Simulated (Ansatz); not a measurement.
AlH5N2, SMILES `[NH2][AlH][NH2]` at its PBE0-D4/def2-TZVP geometry, where that method's forces vanish. The species carries charge 0 and has multiplicity 1.

```xyz
8

N     0.6991   -1.0575   -0.9102
Al   -0.2283   -0.3564    0.4234
N    -0.4850    1.3917    0.5132
H     1.1255   -0.5556   -1.6712
H     0.8729   -2.0443   -1.0068
H    -0.8308   -1.2971    1.5409
H    -0.1492    2.0801   -0.1397
H    -1.0042    1.8392    1.2504
```

(1) What forces (eV/Å) does PBE-D4/def2-TZVPP give on these atoms in Ansatz? (Best estimate.)

## Answers

(1) The calculation gave: 
```
N1  -0.066  0.059  0.092
Al2 -0.080 -0.126  0.149
N3   0.024 -0.125 -0.015
H4   0.158  0.155 -0.276
H5   0.070 -0.334 -0.050
H6  -0.038 -0.060  0.071
H7   0.107  0.259 -0.216
H8  -0.174  0.171  0.244
```
